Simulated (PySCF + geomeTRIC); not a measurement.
Species: C2H3N, SMILES `CC#N` (charge 0, multiplicity 1).

Question: Give a relaxed geometry from PBE0-D4/def2-SVP (PySCF + geomeTRIC).

Answer: the end point of this relaxation (outside a Z-matrix the atoms follow the SMILES, hydrogens last).
Cartesian coordinates (Å) in one orientation:
```xyz
6

C     -0.486    -0.025    -0.022
C      0.964     0.050     0.043
N      2.118     0.110     0.094
H     -0.795    -0.764    -0.775
H     -0.895    -0.324     0.954
H     -0.906     0.953    -0.295
```
